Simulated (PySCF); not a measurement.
# Cost of excited-state runs on `COC=C(Cl)Cl`, C$_{3}$H$_{4}$Cl$_{2}$O

Molfile (atoms numbered from 1):
```
C3H4Cl2O
     RDKit          3D

 10  9  0  0  0  0  0  0  0  0999 V2000
   -1.6743   -0.0122    0.2123 C   0  0  0  0  0  0  0  0  0  0  0  0
   -0.7473   -1.0746    0.1884 O   0  0  0  0  0  0  0  0  0  0  0  0
    0.5564   -0.8931   -0.0107 C   0  0  0  0  0  0  0  0  0  0  0  0
    1.3091    0.2021   -0.2260 C   0  0  0  0  0  0  0  0  0  0  0  0
    3.0156    0.0009   -0.4424 Cl  0  0  0  0  0  0  0  0  0  0  0  0
    0.7809    1.8451   -0.3161 Cl  0  0  0  0  0  0  0  0  0  0  0  0
   -2.6523   -0.4748    0.3946 H   0  0  0  0  0  0  0  0  0  0  0  0
   -1.6992    0.5263   -0.7466 H   0  0  0  0  0  0  0  0  0  0  0  0
   -1.4526    0.7015    1.0195 H   0  0  0  0  0  0  0  0  0  0  0  0
    1.0915   -1.8457    0.0108 H   0  0  0  0  0  0  0  0  0  0  0  0
  1  2  1  0
  2  3  1  0
  3  4  2  3
  4  5  1  0
  4  6  1  0
  1  7  1  0
  1  8  1  0
  1  9  1  0
  3 10  1  0
M  END
```

PySCF with density fitting, on 1 thread of an Arm Neoverse V1, shared host. Command: `OMP_NUM_THREADS=1 python excited_run.py task.json out`

(1) How long does each of these runs take, and how much memory?
- magnetisability and related constants, PBE/STO-3G; SCF tolerance 1e-08 Eh
- magnetisability and related constants, PBE/aug-pcSseg-1; isotopologues
- magnetisability and related constants, wB97X-D/cc-pVDZ; SCF tolerance 1e-07 Eh

Answers

(1) 
```tsv
run	level	basis functions	wall time	peak memory (GiB)
magnetisability and related constants	PBE/STO-3G	42	4.9 s	0.36
magnetisability and related constants	PBE/aug-pcSseg-1	206	34 s	0.71
magnetisability and related constants	wB97X-D/cc-pVDZ	112	14 s	0.58
```
Times from a shared host are rough.
